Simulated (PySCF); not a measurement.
Molecule: `Cn1cncn1`, C3H5N3.

Atoms are numbered as in `[CH3:1][n:2]1[cH:3][n:4][cH:5][n:6]1`. Each H is labelled by its parent atom.

Geometry PBE0-D3(BJ)/def2-SVP throughout; GIAO in PySCF 2.14.0 with density-fitted response routines, gas phase, one conformer, non-relativistic; equivalent atoms averaged; basis pcSseg-2.

(1) How do the shifts δ (against TMS, NH3 at the same level) depend on the functional? (ppm; last column core-seconds on 1 thread of an Arm Neoverse V1, shared host)

(2) Which nucleus moves most, in ppm?

Results:

(1) 
```tsv
functional	kind	C5	C3	C1	N6	N4	N2	H(C5)	H(C3)	H(C1)	core-s
HF	Hartree–Fock	166.4	158.7	35.2	334.2	279.9	220.9	8.15	8.10	3.69	17
LDA	LDA	163.5	151.2	37.0	344.0	306.6	247.1	7.78	7.65	3.76	38
PBE	GGA	158.7	146.5	37.4	331.9	294.1	237.3	7.79	7.64	3.75	46
BLYP	GGA	159.5	147.0	37.6	335.9	296.7	240.3	7.76	7.62	3.77	46
BP86	GGA	158.5	146.4	37.6	329.8	291.8	235.8	7.79	7.64	3.74	46
OPBE	GGA	153.5	142.0	37.3	317.6	281.1	226.3	7.85	7.69	3.71	46
```

(2) N4 (pyridine-type nitrogen of an azole): from 279.9 ppm with HF to 306.6 ppm with LDA. The smallest spread is 0.08 ppm, at H(C1). Proton shifts span only some 12 ppm, so a few tenths of a ppm matter as much there as several ppm in carbon.
